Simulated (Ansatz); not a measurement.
Seven cases of bond dissociation energy with Al to Br (electronic energies, kcal/mol); geometries: B3LYP-D3(BJ)/def2-TZVP. The cases were drawn at random from those of this class that have a high level and all functionals, leaving out states under which another spin lies or may lie. Left out are anions, K, Ca, elements past Kr, ionisation of Li, Na and Mg, pi-pi* triplets of linear molecules and other triplets made from a closed-shell parent. Runs that doubt their state, and full CI more than 15 mEh from coupled cluster, are set aside; a case stays where another high level and all functionals remain. AFQMC serves as high level only in triple zeta or larger, with a steady walk, a bar under 0.8 kcal/mol and agreement with other high levels or trials where they ran; where none ran, an unstable determinant or (outside 3d species) a high T1 diagnostic also bars it, so strongly correlated cases are thinned. No case was kept or dropped by the size of a functional's miss. High levels with a bar over 0.5 kcal/mol are left out too, and the seventh case lies inside the range of the six. Affinities count positive where energy is released, gaps as the second state minus the first. PBE0 is by Ansatz (a program for electronic structure) in def2-TZVPD. High levels (Ansatz): P = CCSD(T)/CBS(cc-pV(Q+d)Z,cc-pV(5+d)Z) + [CCSDT(Q) - CCSD(T)]/cc-pV(D+d)Z + core + X2C; Q = CCSD(T)/CBS(cc-pV(T+d)Z,cc-pV(Q+d)Z) + [CCSDT(Q) - CCSD(T)]/cc-pV(D+d)Z + core + X2C; R = CCSD(T)/CBS(def2-TZVPP,def2-QZVPP) + [CCSDT(Q) - CCSD(T)]/def2-SVP. UHF or UKS for unpaired electrons; spin-orbit terms are left out. Cores are frozen in correlated methods (noble-gas shells, and filled d and f shells in the p block). Rows without X2C or -DK are non-relativistic. CBS(X,Y): correlation extrapolated as X^-3, Hartree-Fock from the larger set (Q,5: extrapolated as (X+1)exp(-9√X)). A bracket is a step between two methods taken in the basis named. Functionals run without relativity, which enters their misses. 'core' is core correlation in cc-pwCVTZ (1s frozen past Ne), 'X2C' scalar relativity in cc-pVTZ-DK, both at CCSD(T). Where a partner has so few electrons that a lower coupled-cluster level is exact, that level stands in. The UHF reference of CNO ([N]=C=O, doublet) is spin-contaminated (<S^2> up to 0.10 over the pure value in the sets run).

```tsv
case	PBE0	level	high level
CHCl2F (SMILES FC(Cl)Cl) → CHClF (SMILES F[CH]Cl, doublet) + Cl (doublet)	79.9	P	83.5
Si2H4F2 (SMILES F[SiH](F)[SiH3]) → SiH3 (SMILES [SiH3], doublet) + SiHF2 (SMILES [SiH](F)F, doublet)	76.5	Q	82.0
CClF3 (chloro(trifluoro)methane, SMILES FC(Cl)(F)F) → CF3 (SMILES F[C](F)F, doublet) + Cl (doublet)	85.5	Q	88.9
CH3NOSi (isocyanatosilane, SMILES O=C=N[SiH3]) → SiH3 (SMILES [SiH3], doublet) + NCO (SMILES [N]=C=O, doublet)	115.7	Q	120.1
GeSiH6 (SMILES [SiH3][GeH3]) → GeSiH5 (SMILES [SiH2][GeH3], doublet) + H (doublet)	89.2	R	93.9
CHClF2 (chloro(difluoro)methane, SMILES FC(F)Cl) → F (doublet) + CHClF (SMILES F[CH]Cl, doublet)	116.7	P	121.4
CH4N2S (SMILES NC(N)=S) → NH2 (SMILES [NH2], doublet) + CH2NS (SMILES N[C]=S, doublet)	96.8	Q	withheld
```

Question: Fit a straight line from PBE0 to the high level over the first six rows by least squares, predict the seventh, and compare with the calculation.

Answer: Means: PBE0 93.92, high level 98.30. Sxx = 1586.49, Sxy = 1592.38, slope 1.0037, intercept +4.04 kcal/mol; residual standard deviation 0.9 kcal/mol. Seventh row: 1.0037·(96.8) +4.04 = 101.2 kcal/mol. The calculation gave 99.4 kcal/mol: the line differs from it by +1.8, PBE0 itself by -2.6.
